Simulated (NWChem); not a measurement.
System: SiH2 cation, doublet

Here is an NWChem input.

```
start job
memory heap 200 mb stack 900 mb global 1100 mb
charge 1
geometry units angstroms noautoz
  Si     0.000000     0.000000     0.178272
  H      1.289027     0.000000    -0.570238
  H     -1.289027     0.000000    -0.570238
end
basis spherical
  * library def2-svpd
end
dft
  odft
  mult 2
  xc pbe0
  iterations 200
  vectors input hcore
end
task dft gradient
```

Excerpt of the output:

```
             Northwest Computational Chemistry Package (NWChem) 7.3.0
             --------------------------------------------------------

 C2V symmetry detected

                             Geometry "geometry" -> ""
                             -------------------------

 Output coordinates in angstroms (scale by  1.889725989 to convert to a.u.)

  No.       Tag          Charge          X              Y              Z
 ---- ---------------- ---------- -------------- -------------- --------------
    1 Si                  14.0000     0.00000000     0.00000000     0.09356375
    2 H                    1.0000     1.28902700     0.00000000    -0.65494625
    3 H                    1.0000    -1.28902700     0.00000000    -0.65494625

 Effective nuclear repulsion energy (a.u.)      10.1455982416

      Symmetry information
      --------------------

 Group name             C2v
 Group number             16
 Group order               4
 No. of unique centers     2

                                 NWChem DFT Module
                                 -----------------

 Summary of "ao basis" -> "ao basis" (spherical)
 ------------------------------------------------------------------------------
       Tag                 Description            Shells   Functions and Types
 ---------------- ------------------------------  ------  ---------------------
 Si                        def2-svpd                10       24   5s3p2d
 H                         def2-svpd                 4        8   2s2p

      Symmetry analysis of basis
      --------------------------

        a1         18
        a2          4
        b1         11
        b2          7

            General Information
            -------------------
          SCF calculation type: DFT
          Wavefunction type:  spin polarized.
          No. of atoms     :     3
          No. of electrons :    15
           Alpha electrons :     8
            Beta electrons :     7
          Charge           :     1
          Spin multiplicity:     2
          Use of symmetry is: on ; symmetry adaption is: on
          Maximum number of iterations: 200
          AO basis - number of functions:    40
                     number of shells:    18
          Convergence on energy requested:  1.00D-06
          Convergence on density requested:  1.00D-05
          Convergence on gradient requested:  5.00D-04

              XC Information
              --------------
                         PBE0 Method XC Functional
                     Hartree-Fock (Exact) Exchange  0.250
          PerdewBurkeErnzerhof Exchange Functional  0.750
            Perdew 1991 LDA Correlation Functional  1.000 local
           PerdewBurkeErnz. Correlation Functional  1.000 non-local

             Grid Information
             ----------------
          Grid used for XC integration:  medium
          Radial quadrature: Mura-Knowles
          Angular quadrature: Lebedev.
          Tag              B.-S. Rad. Rad. Pts. Rad. Cut. Ang. Pts.
          ---              ---------- --------- --------- ---------
          Si                  1.10       88           7.0       590
          H                   0.35       45           9.0       434
          Grid pruning is: on
          Number of quadrature shells:   133
          Spatial weights used:  Erf1

      Non-variational initial energy
      ------------------------------

 Total energy =      10.145598
 1-e energy   =       0.000000
 2-e energy   =       0.000000
 HOMO         =      -8.255647
 LUMO         =      -8.207264

   Symmetry analysis of molecular orbitals - initial alpha
   -------------------------------------------------------

  Numbering of irreducible representations:

     1 a1          2 a2          3 b1          4 b2

  Orbital symmetries:

     1 a1          2 a1          3 b1          4 a1          5 b2
     6 a1          7 b1          8 a1          9 b2         10 b1
    11 a1         12 a2         13 a1         14 b2         15 a1
    16 b1         17 a1         18 b2

   Symmetry analysis of molecular orbitals - initial beta
   ------------------------------------------------------

  Numbering of irreducible representations:

     1 a1          2 a2          3 b1          4 b2

  Orbital symmetries:

     1 a1          2 a1          3 b1          4 a1          5 b2
     6 a1          7 b1          8 a1          9 b2         10 b1
    11 a1         12 a2         13 a1         14 b2         15 a1
    16 b1         17 a1         18 b2

   convergence    iter        energy       DeltaE   RMS-Dens  Diis-err
 ---------------- ----- ----------------- --------- --------- ---------
 d= 0,ls=0.0,diis     1   -286.8870430287 -2.97D+02  2.06D-01  2.81D+00
                                                     1.86D-01  3.49D+00
 d= 0,ls=0.0,diis     2   -289.6223727824 -2.74D+00  2.93D-02  8.28D-01
                                                     2.29D-02  7.22D-01
 d= 0,ls=0.0,diis     3   -290.0551743588 -4.33D-01  3.55D-03  5.95D-03
                                                     2.42D-03  3.31D-03
 d= 0,ls=0.0,diis     4   -290.0591815404 -4.01D-03  4.48D-04  2.48D-04
                                                     6.54D-04  3.68D-04
 d= 0,ls=0.0,diis     5   -290.0595050904 -3.24D-04  1.84D-04  1.25D-05
                                                     1.02D-04  5.39D-06
  Resetting Diis
 d= 0,ls=0.0,diis     6   -290.0595197005 -1.46D-05  7.08D-05  9.04D-07
                                                     6.10D-05  7.18D-07
 d= 0,ls=0.0,diis     7   -290.0595216483 -1.95D-06  9.87D-06  2.40D-08
                                                     1.24D-05  5.61D-08
 d= 0,ls=0.0,diis     8   -290.0595217244 -7.62D-08  6.92D-06  8.91D-09
                                                     4.20D-06  4.17D-09

         Total DFT energy =     -290.059521724431
      One electron energy =     -416.795784731017
           Coulomb energy =      137.776134564939
    Exchange-Corr. energy =      -21.185469799964
 Nuclear repulsion energy =       10.145598241610

 Numeric. integr. density =       15.000003989768

                  Occupations of the irreducible representations
                  ----------------------------------------------

                     irrep           alpha         beta
                     --------     --------     --------
                     a1                5.0          4.0
                     a2                0.0          0.0
                     b1                2.0          2.0
                     b2                1.0          1.0

                    DFT Final Alpha Molecular Orbital Analysis
                    ------------------------------------------

 Vector    6  Occ=1.000000D+00  E=-8.294098D-01  Symmetry=a1
              MO Center= -4.1D-15,  2.4D-16, -1.9D-01, r^2= 1.6D+00
   Bfn.  Coefficient  Atom+Function         Bfn.  Coefficient  Atom+Function
  ----- ------------  ---------------      ----- ------------  ---------------
     3      0.753653  1 Si s                  2      0.424972  1 Si s
    25      0.212391  2 H  s                 33      0.212391  3 H  s
     4      0.139181  1 Si s                  1      0.067699  1 Si s
    11     -0.039965  1 Si pz                14     -0.029399  1 Si pz
     8      0.029002  1 Si pz

 Vector    7  Occ=1.000000D+00  E=-6.645589D-01  Symmetry=b1
              MO Center= -3.2D-16, -6.6D-16, -4.0D-01, r^2= 2.0D+00
   Bfn.  Coefficient  Atom+Function         Bfn.  Coefficient  Atom+Function
  ----- ------------  ---------------      ----- ------------  ---------------
     9      0.351499  1 Si px                25      0.337176  2 H  s
    33     -0.337176  3 H  s                 12      0.220347  1 Si px
     6     -0.188053  1 Si px                26      0.112768  2 H  s
    34     -0.112768  3 H  s                 18      0.064934  1 Si d  1
    23      0.033704  1 Si d  1              30     -0.026496  2 H  px

 Vector    8  Occ=1.000000D+00  E=-5.482388D-01  Symmetry=a1
              MO Center=  1.7D-16, -4.9D-16,  3.4D-01, r^2= 2.0D+00
   Bfn.  Coefficient  Atom+Function         Bfn.  Coefficient  Atom+Function
  ----- ------------  ---------------      ----- ------------  ---------------
    11      0.465004  1 Si pz                 3      0.385061  1 Si s
    14      0.378264  1 Si pz                 4      0.354567  1 Si s
     8     -0.223157  1 Si pz                25     -0.204435  2 H  s
    33     -0.204435  3 H  s                  2      0.187090  1 Si s
    26     -0.141040  2 H  s                 34     -0.141040  3 H  s

 Vector    9  Occ=0.000000D+00  E=-3.925348D-01  Symmetry=b2
              MO Center= -1.7D-15, -4.1D-16,  1.1D-01, r^2= 2.2D+00
   Bfn.  Coefficient  Atom+Function         Bfn.  Coefficient  Atom+Function
  ----- ------------  ---------------      ----- ------------  ---------------
    13      0.598124  1 Si py                10      0.514284  1 Si py
     7     -0.248091  1 Si py

[...]

                         DFT ENERGY GRADIENTS

    atom               coordinates                        gradient
                 x          y          z           x          y          z
   1 Si      0.000000   0.000000   0.176810    0.000000   0.000000  -0.002239
   2 H       2.435908   0.000000  -1.237669   -0.002224   0.000000   0.001120
   3 H      -2.435908   0.000000  -1.237669    0.002224   0.000000   0.001120
```

Level: PBE0/def2-SVPD, spin-unrestricted. In the optimisation the excess spin sits in a1 (C2v, its own frame). Structure relaxed at the PBE0-D3(BJ)/def2-TZVP, spin-unrestricted level. No stability test was run on the SCF state.
